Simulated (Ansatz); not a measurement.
Process, species as SMILES: C=CCl + 3 [H][H] (H2) → 2 C (CH4) + Cl (HCl)

Property: energy of full hydrogenation (enthalpy at 298 K), in kcal/mol. Conventions: 6-31G* and kin with 6d, 5d where marked; 6-311+G** with 5d, 6d on Na to Ar in Ansatz (an electronic-structure program); dispersion terms only where a functional's name holds one; valence correlation only; LANL2DZ with its own core potentials from Na on; spin-orbit terms left out; non-relativistic. Basis-set limits of correlation are two-point, X^-3; Hartree-Fock from the larger set. [CCSD(T)-MP2]/basis is that difference in the basis named. Ab initio and DFT rows: single points at B3LYP-D3(BJ) geometries (Ansatz), with unscaled harmonic terms from B3LYP/6-31G* at its own minima.

Coupled cluster (Ansatz) is a level with limits of its own, used here on species with T1 under 0.025 (0.045 for open shells) and stable references: RI-MP2/CBS(aug-cc-pV(T+d)Z,aug-cc-pV(Q+d)Z)+[CCSD(T)-MP2]/aug-cc-pV(T+d)Z.

Value to compare with, RI-MP2/CBS(aug-cc-pV(T+d)Z,aug-cc-pV(Q+d)Z)+[CCSD(T)-MP2]/aug-cc-pV(T+d)Z (Ansatz): -62.6 kcal/mol.

```json
[
 {"level": "B3LYP/STO-3G", "program": "Ansatz", "energy of full hydrogenation (enthalpy at 298 K) (kcal/mol)": "-70.2", "difference": "-7.6"},
 {"level": "B3LYP/3-21G", "program": "Ansatz", "energy of full hydrogenation (enthalpy at 298 K) (kcal/mol)": "-67.5", "difference": "-4.9"},
 {"level": "B3LYP/LANL2DZ", "program": "Ansatz", "energy of full hydrogenation (enthalpy at 298 K) (kcal/mol)": "-68.8", "difference": "-6.2"},
 {"level": "B3LYP/6-31G", "program": "Ansatz", "energy of full hydrogenation (enthalpy at 298 K) (kcal/mol)": "-65.2", "difference": "-2.6"},
 {"level": "B3LYP/6-31G*", "program": "Ansatz", "energy of full hydrogenation (enthalpy at 298 K) (kcal/mol)": "-62.9", "difference": "-0.3"},
 {"level": "B3LYP/6-31+G*", "program": "Ansatz", "energy of full hydrogenation (enthalpy at 298 K) (kcal/mol)": "-63.6", "difference": "-1.0"},
 {"level": "B3LYP/6-31G**", "program": "Ansatz", "energy of full hydrogenation (enthalpy at 298 K) (kcal/mol)": "-64.5", "difference": "-1.9"},
 {"level": "B3LYP/def2-SVP", "program": "Ansatz", "energy of full hydrogenation (enthalpy at 298 K) (kcal/mol)": "-65.7", "difference": "-3.1"},
 {"level": "B3LYP/cc-pVDZ", "program": "Ansatz", "energy of full hydrogenation (enthalpy at 298 K) (kcal/mol)": "-64.6", "difference": "-2.0"},
 {"level": "B3LYP/6-311+G**", "program": "Ansatz", "energy of full hydrogenation (enthalpy at 298 K) (kcal/mol)": "-64.5", "difference": "-1.9"},
 {"level": "B3LYP/def2-TZVPD", "program": "Ansatz", "energy of full hydrogenation (enthalpy at 298 K) (kcal/mol)": "-62.9", "difference": "-0.3"}
]
```

Among the 10 habitual levels, B3LYP/STO-3G lies farthest from RI-MP2/CBS(aug-cc-pV(T+d)Z,aug-cc-pV(Q+d)Z)+[CCSD(T)-MP2]/aug-cc-pV(T+d)Z (Ansatz) (-7.6 kcal/mol) and B3LYP/6-31G* nearest (-0.3); 0 of 10 lie above it, and their mean absolute difference is 3.1 kcal/mol, the median 2.3. One case shows no general order.

The sets are all those run for this method; runs whose electronic state is in doubt are left out.
